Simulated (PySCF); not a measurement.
## Exact simulation of a proton spin system

Molecule: `C(=C=C)CC`, C$_{5}$H$_{8}$.

Molfile (atoms numbered from 1):
```
C5H8
     RDKit          3D

 13 12  0  0  0  0  0  0  0  0999 V2000
    2.7401   -0.0744    0.3108 C   0  0  0  0  0  0  0  0  0  0  0  0
    1.5364   -0.1533   -0.1962 C   0  0  0  0  0  0  0  0  0  0  0  0
    0.3291   -0.2219   -0.7002 C   0  0  0  0  0  0  0  0  0  0  0  0
   -0.8476    0.6042   -0.2565 C   0  0  0  0  0  0  0  0  0  0  0  0
   -1.9536   -0.2406    0.3661 C   0  0  0  0  0  0  0  0  0  0  0  0
    3.4921    0.6001   -0.1130 H   0  0  0  0  0  0  0  0  0  0  0  0
    3.0358   -0.6817    1.1733 H   0  0  0  0  0  0  0  0  0  0  0  0
    0.1460   -0.9609   -1.4931 H   0  0  0  0  0  0  0  0  0  0  0  0
   -1.2496    1.1452   -1.1314 H   0  0  0  0  0  0  0  0  0  0  0  0
   -0.5063    1.3711    0.4560 H   0  0  0  0  0  0  0  0  0  0  0  0
   -2.8162    0.3813    0.6504 H   0  0  0  0  0  0  0  0  0  0  0  0
   -1.5932   -0.7576    1.2684 H   0  0  0  0  0  0  0  0  0  0  0  0
   -2.3126   -1.0103   -0.3355 H   0  0  0  0  0  0  0  0  0  0  0  0
  1  2  2  0
  2  3  2  0
  3  4  1  0
  4  5  1  0
  1  6  1  0
  1  7  1  0
  3  8  1  0
  4  9  1  0
  4 10  1  0
  5 11  1  0
  5 12  1  0
  5 13  1  0
M  END
```

Computed data (PySCF 2.14): B3LYP/pcJ-1 coupling constants (without the spin–dipole term), CAM-B3LYP/pcSseg-2 with gauge-including orbitals, geometry: PBE0-D3(BJ)/def2-SVP. In vacuum, equivalent nuclei averaged, no relativistic terms, single conformer.

Shifts are taken against calculated references (same method and geometry level): ¹H (σref 31.34) against TMS.

Shifts (ppm): H6/H7 4.79, H8 5.24, H9/H10 2.03, H11/H12/H13 1.05.
Couplings (Hz): H6–H7: -12.1; H6–H8, H7–H8: -8.6; H6–H9, H6–H10, H7–H9, H7–H10: 2.9; H8–H9, H8–H10: 9.5; H8–H11, H8–H12, H8–H13: -0.3; H9–H10: -14.8; H9–H11, H9–H12, H9–H13, H10–H11, H10–H12, H10–H13: 8.4; H11–H12, H11–H13, H12–H13: -13.9.

The 8-spin Hamiltonian (Zeeman plus full scalar coupling among like nuclei) was diagonalised exactly; lines are Lorentzian, 0.5 Hz wide, and the maxima above 3 % are listed with the tallest set to 100.

(1) Give the ¹H peak list of this spin system at 90 MHz.

(2) And at 500 MHz?

(3) Among coupled protons with different shifts, which pair is furthest from first order, and how does the field change that?

Results:

(1) 
δ in ppm (height): 5.450 (4), 5.364 (6), 5.347 (14), 5.262 (19), 5.243 (16), 5.158 (22), 5.137 (7), 5.054 (10), 4.868 (25), 4.862 (25), 4.836 (52), 4.829 (50), 4.803 (29), 4.796 (27), 4.776 (18), 4.765 (17), 4.744 (32), 4.732 (30), 4.713 (17), 4.697 (14), 2.232 (4), 2.221 (4), 2.177 (3), 2.171 (4), 2.163 (10), 2.145 (6), 2.131 (17), 2.114 (7), 2.105 (5), 2.099 (9), 2.082 (9), 2.072 (9), 2.067 (11), 2.056 (8), 2.049 (13), 2.034 (19), 2.022 (12), 2.006 (9), 2.002 (10), 1.988 (9), 1.979 (6), 1.974 (6), 1.966 (9), 1.954 (8), 1.948 (10), 1.943 (11), 1.933 (18), 1.923 (6), 1.918 (5), 1.910 (6), 1.900 (10), 1.884 (4), 1.872 (4), 1.851 (6), 1.839 (7), 1.818 (3), 1.807 (3), 1.144 (37), 1.138 (64), 1.132 (41), 1.049 (100), 1.043 (86), 0.959 (24), 0.953 (40), 0.943 (24)

(2) 
```
    Hz    ppm  height
2638.4  5.277       3
2638.2  5.276       3
2629.7  5.259       8
2629.4  5.259       8
2629.0  5.258       8
2620.2  5.240      14
2611.5  5.223       9
2611.1  5.222       8
2610.8  5.221       8
2602.2  5.204       4
2602.1  5.204       4
2402.1  4.804      21
2399.2  4.798      43
2396.3  4.793      22
2393.5  4.787      20
2390.6  4.781      39
2387.7  4.775      19
1032.5  2.065       5
1026.9  2.054       8
1025.9  2.052       3
1024.0  2.048      15
1023.0  2.046       6
1021.1  2.042       8
1020.1  2.040       3
1018.5  2.037       8
1017.4  2.035       8
1015.6  2.031      16
1014.5  2.029      15
1012.7  2.025       8
1011.6  2.023       8
1010.1  2.020       3
1009.0  2.018       8
1007.2  2.014       6
1006.1  2.012      15
1004.3  2.009       3
1003.2  2.006       8
 997.8  1.996       5
 533.4  1.067      51
 525.0  1.050     100
 516.5  1.033      47
```

(3) H6 and H8: Δν/J is about 4.7 at 90 MHz (intermediate, with clear roofing) and 26.2 at 500 MHz (close to first order). J in Hz doesn't depend on the field, while Δν in Hz grows in proportion to it.

Unscaled 3J(H,H) at this level run about 10 % above measured values. Couplings across =CH–CH2 type bonds come from one rotamer and its mirror image, and can be 1–2 Hz further off.
